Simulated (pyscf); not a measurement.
Elementary routes open to F–Si(SiH₃)(SiH₃)–SiH₃ + CH₃• in the gas phase (doublet surface):
A. F–Si(SiH₂•)(SiH₃)–SiH₃ + CH₄ (H–Si broken; C–H formed)
B. H₃C–Si(F)(SiH₃)–SiH₃ + SiH₃• (Si–Si broken; C–Si formed)

PySCF, gas phase, ωB97X-D3(BJ)/def2-SVP geometries.

Question: Rank the routes by free-energy barrier at 1200 K, lowest first, for ωB97M-D3(BJ)/def2-TZVP energies (ideal gas, 1 atm, RRHO with modes under 100 cm⁻¹ raised to 100, one conformer, R ln 2 for chiral ones without a mode under 150 cm⁻¹).

Answer: A (1.80 eV), B (2.06 eV)

Route A is the fastest of these, ahead of the next by 0.26 eV. The most stable products are those of A (ΔG = -0.69 eV), so kinetics and thermodynamics agree. At 298 K A is still the fastest. B: On the product side the descent ends in a complex, 0.20 eV under the separated species and 0.78 eV under the saddle at ωB97X-D3(BJ)/def2-TZVP. Only these routes are compared; each barrier is that of the saddle found, and lower ones may exist.
